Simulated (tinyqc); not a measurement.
CIS and TDHF on RHF in the sto-3g basis, frozen core, for H2F+, spin multiplicity 1, step by step. One step of it, computed by the program tinyqc.

Task: TDHF (RPA) singlet states. B(ia,jb) = 2 (ia|jb) - (ib|ja); the squared energies are the eigenvalues of (A - B)(A + B); 1 hartree = 27.211386 eV.

CIS matrix A, singlet (hartree), lower triangle:
```
          2>6        2>7       3>6       3>7       4>6       4>7       5>6       5>7
2>6  1.539067
2>7  0.000000   1.585886
3>6  0.000000  -0.033500  0.638633
3>7  0.045478   0.000000  0.000000  0.905151
4>6  0.054538   0.000000  0.000000  0.146269  0.639796
4>7  0.000000  -0.031753  0.037411  0.000000  0.000000  0.646000
5>6  0.000000   0.000000  0.000000  0.000000  0.000000  0.000000  0.464216
5>7  0.000000   0.000000  0.000000  0.000000  0.000000  0.000000  0.000000  0.532358
```

Two-electron integrals over orbitals (pq|rs), unique and non-zero (hartree); the lowest 1 orbital is frozen and left out:
```
(22|22) 0.860462    (32|32) 0.155596    (33|22) 0.756617    (33|33) 0.730293
(42|22) -0.004571   (42|33) -0.009537   (42|42) 0.157331    (43|32) 0.005513
(43|43) 0.050287    (44|22) 0.799768    (44|33) 0.701091    (44|42) -0.087507
(44|44) 0.852425    (52|52) 0.182403    (53|53) 0.038341    (54|52) -0.035607
(54|54) 0.052782    (55|22) 0.881738    (55|33) 0.745771    (55|42) -0.056637
(55|44) 0.816274    (55|55) 0.997514    (62|22) -0.141496   (62|33) -0.090352
(62|42) -0.046564   (62|44) -0.087817   (62|55) -0.142807   (62|62) 0.076954
(63|32) 0.018167    (63|43) 0.017346    (63|63) 0.062247    (64|22) -0.158924
(64|33) -0.098214   (64|42) 0.024449    (64|44) -0.164305   (64|55) -0.167779
(64|62) 0.060017    (64|64) 0.091877    (65|52) -0.048535   (65|54) -0.010239
(65|65) 0.025380    (66|22) 0.574875    (66|33) 0.551702    (66|42) 0.065497
(66|44) 0.541395    (66|55) 0.550097    (66|62) -0.058599   (66|64) -0.031394
(66|66) 0.546306    (72|32) -0.066152   (72|43) 0.024472    (72|63) 0.025835
(72|72) 0.054637    (73|22) -0.208318   (73|33) -0.165725   (73|42) 0.062514
(73|44) -0.189436   (73|55) -0.231414   (73|62) 0.065324    (73|64) 0.099091
(73|66) -0.019808   (73|73) 0.162775    (74|32) 0.057858    (74|43) -0.003110
(74|63) 0.044661    (74|72) -0.009744   (74|74) 0.053686    (75|53) -0.025190
(75|75) 0.018778    (76|32) 0.085169    (76|43) 0.051912    (76|63) 0.076188
(76|72) 0.008840    (76|74) 0.065940    (76|76) 0.155014    (77|22) 0.595753
(77|33) 0.598571    (77|42) 0.012265    (77|44) 0.571141    (77|55) 0.581082
(77|62) -0.041009   (77|64) -0.027971   (77|66) 0.536253    (77|73) -0.056214
(77|77) 0.566236
```

Give: TDHF matrix B, singlet; squared energies w^2; TDHF energies from the positive w^2.

Result:

TDHF matrix B, singlet (hartree), lower triangle:
```
       2>6     2>7     3>6    3>7    4>6    4>7    5>6    5>7
2>6  0.077
2>7  0.000   0.055
3>6  0.000  -0.014   0.062
3>7  0.105   0.000   0.000  0.163
4>6  0.060   0.000   0.000  0.154  0.092
4>7  0.000  -0.010  -0.010  0.000  0.000  0.054
5>6  0.000   0.000   0.000  0.000  0.000  0.000  0.025
5>7  0.000   0.000   0.000  0.000  0.000  0.000  0.000  0.019
```

squared energies w^2 (hartree^2): 0.215  0.283  0.325  0.361  0.457  0.849  2.359  2.519

TDHF energies from the positive w^2 (eV): 12.613  14.477  15.505  16.350  18.392  25.074  41.797  43.188
